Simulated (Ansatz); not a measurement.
# CH6AlN (SMILES C[NH][AlH2]) at MP2/def2-SVPD

What is the vertical ionisation energy of CH6AlN at MP2/def2-SVPD? 

The calculation is run with Ansatz 0.2.0.

35 further runs of the same task are left out: 35 set aside as unsound or not needed. Runs told in other sessions of the task aren't counted.

## Step 1: Starting point

CH6AlN: 9 atoms, total charge 0, spin state singlet. SMILES: `C[NH][AlH2]`. The shape is that of a PBE0-D4/def2-TZVP optimisation.

Bond lengths: C1–N2 1.447 Å, N2–Al3 1.767 Å, C1–H4 1.097 Å, C1–H5 1.097 Å, C1–H6 1.093 Å, N2–H7 1.010 Å, Al3–H8 1.584 Å, Al3–H9 1.584 Å. Some angles: C1–N2–Al3 128.6°, C1–N2–H7 111.9°, Al3–N2–H7 119.5°, N2–C1–H4 112.4°, N2–C1–H5 112.3°, N2–C1–H6 109.8°, N2–Al3–H8 117.5°, N2–Al3–H9 117.5°, H4–C1–H5 107.6°, H4–C1–H6 107.2°.

## Step 2: A single-point energy at MP2/def2-SVPD

run.yaml reads:

```yaml
crystal:
  periodic: [false, false, false]
  atoms:
    - {symbol: C, position_ang: [-0.384500, 0.934700, -0.771700]}
    - {symbol: N, position_ang: [0.340000, -0.253200, -0.374200]}
    - {symbol: Al, position_ang: [0.335300, -1.074400, 1.190900]}
    - {symbol: H, position_ang: [-1.074800, 0.743900, -1.602200]}
    - {symbol: H, position_ang: [0.284400, 1.748600, -1.076000]}
    - {symbol: H, position_ang: [-0.981000, 1.302600, 0.066800]}
    - {symbol: H, position_ang: [0.905500, -0.619100, -1.126300]}
    - {symbol: H, position_ang: [1.234400, -2.369900, 1.339700]}
    - {symbol: H, position_ang: [-0.570900, -0.459500, 2.335900]}
basis:
  gaussian: {orbitals: def2-SVPD}
correlation: {method: mp2, frozen_orbitals: {Al: 5, C: 1, H: 0, "N": 1}}
accuracy: high
```

The run is started by

```console
$ ansatz run run.yaml --threads 1 --pin off --max-ram 2610MiB --events-out events.jsonl --progress --plain --runs-dir runs
```

Standard output:

```text
Warning: RAYON_NUM_THREADS=1 ignored (pool sized by the plan → 1); use --threads N
Functional definition: HF
  name "HF"
  exchange = exact_x
  correlation = 0
2301 factors; integrals over basis functions are off by at most 3.6e-9 eV
mean field evaluation 1: about -9184.1276 eV, gradient 3.1e1 eV
mean field evaluation 2: about -9184.1306 eV, gradient 3.1e1 eV
mean field evaluation 4: about -9186.5779 eV, gradient 3.0e0 eV
mean field evaluation 8: about -9186.6135 eV, gradient 2.0e-4 eV
mean field -9186.61353448 eV, -337.6018204817 hartree, gradient 2.4e-8 eV, S^2 0.000000; 0 other end points of the search recorded, 0 dependent functions left out
7 core orbitals not correlated: weight in the atoms' cores, before any rotation towards them, 1.000 or more for the frozen orbitals, at most 0.000 for the correlated occupied ones
reference -9186.61353448 eV, -337.6018204817 hartree; 9, 9 occupied and 96, 96 virtual orbitals, 2301 factors
second order -11.08078125 eV of doubles, -0.00000000 eV of singles
Total energy: -9197.69431572 eV, -338.0090316817 hartree
```

It took 5.1 s on 1 thread of Arm Neoverse V2, shared host; peak memory 0.32 GiB.

## Step 3: The doublet cation

in.yaml reads:

```yaml
crystal:
  periodic: [false, false, false]
  atoms:
    - {symbol: C, position_ang: [-0.384500, 0.934700, -0.771700]}
    - {symbol: N, position_ang: [0.340000, -0.253200, -0.374200]}
    - {symbol: Al, position_ang: [0.335300, -1.074400, 1.190900]}
    - {symbol: H, position_ang: [-1.074800, 0.743900, -1.602200]}
    - {symbol: H, position_ang: [0.284400, 1.748600, -1.076000]}
    - {symbol: H, position_ang: [-0.981000, 1.302600, 0.066800]}
    - {symbol: H, position_ang: [0.905500, -0.619100, -1.126300]}
    - {symbol: H, position_ang: [1.234400, -2.369900, 1.339700]}
    - {symbol: H, position_ang: [-0.570900, -0.459500, 2.335900]}
basis:
  gaussian:
    orbitals: def2-SVPD
total_charge: 1
magnetization:
  spin_polarized: true
  initial_magnetization: 1
correlation:
  method: mp2
  frozen_orbitals: {Al: 5, C: 1, H: 0, "N": 1}
accuracy: high
```

The run is started by

```console
$ ansatz run in.yaml --threads 1 --pin off --max-ram 2610MiB --events-out events.jsonl --progress --plain --runs-dir runs
```

Standard output:

```text
Warning: RAYON_NUM_THREADS=1 ignored (pool sized by the plan → 1); use --threads N
[... 4 set-up lines as earlier in the session ...]
2300 factors; integrals over basis functions are off by at most 3.7e-9 eV
mean field evaluation 1: about -9167.9334 eV, gradient 4.0e1 eV
mean field evaluation 2: about -9167.9362 eV, gradient 4.0e1 eV
mean field evaluation 4: about -9177.8047 eV, gradient 1.1e1 eV
mean field evaluation 8: about -9178.7797 eV, gradient 2.0e-1 eV
mean field evaluation 16: about -9178.6921 eV, gradient 2.6e0 eV
mean field evaluation 32: about -9178.7697 eV, gradient 6.3e-1 eV
mean field -9178.78062868 eV, -337.3139665030 hartree, gradient 3.0e-8 eV, S^2 0.761441; 1 other end points of the search recorded, 0 dependent functions left out
7 core orbitals not correlated: weight in the atoms' cores, before any rotation towards them, 1.000 or more for the frozen orbitals, at most 0.000 for the correlated occupied ones
reference -9178.78062868 eV, -337.3139665030 hartree; 9, 8 occupied and 96, 97 virtual orbitals, 2300 factors
second order -9.60107102 eV of doubles, -0.00000000 eV of singles
Total energy: -9188.38169970 eV, -337.6667993551 hartree
```

Run time: 7.5 s. Hardware: 1 thread of Arm Neoverse V2, shared host; peak memory 0.35 GiB.

## Step 4: Results

Level: MP2/def2-SVPD, 7 core orbitals frozen.

| quantity | value |
| --- | --- |
| singlet CH6AlN: total energy | -338.00903 Eh |
| singlet CH6AlN: correlation energy (7 core orbitals frozen) | -407.2 mEh |
| doublet cation: total energy | -337.66680 Eh |
| doublet cation: correlation energy (7 core orbitals frozen) | -352.8 mEh |
| doublet cation: ⟨S²⟩ of the reference determinant | 0.761 |
| vertical ionisation energy (to the doublet cation) | 9.313 eV |

What this shows: Removing an electron at fixed nuclei costs 9.31 eV (899 kJ/mol).
